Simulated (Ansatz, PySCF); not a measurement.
This PySCF input computes a CCSD(T)/cc-pVDZ energy:

```python
from pyscf import gto, scf, mp, cc as ccmod

mol = gto.M(
    atom='''
    O     0.13599357    0.55950266   -0.34160035
    O    -0.15958912   -0.65619836    0.39793467
    H     1.05373037    0.81572862   -0.07966861
    H    -0.34774107   -1.27257644   -0.34513535
    H    -0.51722487    1.23041339   -0.02587059
    ''',
    basis='cc-pvdz',
    charge=1,
    spin=0,
    verbose=4,
)

mf = scf.RHF(mol)
mf.conv_tol = 1e-10
mf.max_cycle = 100
mf.kernel()
mp2 = mp.MP2(mf, frozen=2).run()
cc = ccmod.CCSD(mf, frozen=2)
cc.max_cycle = 100
cc.kernel()
et = cc.ccsd_t()
print(f'E(CCSD(T)) = {cc.e_tot + et:.9f}')
```

Q: Write an input for the same energy in Ansatz (a program for electronic structure) and say what it gives.

A: 
Ansatz 0.2 input:
```yaml
crystal:
  periodic: [false, false, false]
  atoms:
    - {symbol: O, position_ang: [0.13599357, 0.55950266, -0.34160035]}
    - {symbol: O, position_ang: [-0.15958912, -0.65619836, 0.39793467]}
    - {symbol: H, position_ang: [1.05373037, 0.81572862, -0.07966861]}
    - {symbol: H, position_ang: [-0.34774107, -1.27257644, -0.34513535]}
    - {symbol: H, position_ang: [-0.51722487, 1.23041339, -0.02587059]}
basis:
  gaussian:
    orbitals: cc-pVDZ
total_charge: 1
magnetization: {spin_polarized: false}
correlation: {method: ccsd_t, electrons: outside_noble_gas}
```
It gives -151.47045 Eh, and PySCF -151.47045 Eh, a difference of 0.00 mEh.

It need not be the lowest isomer of its formula.
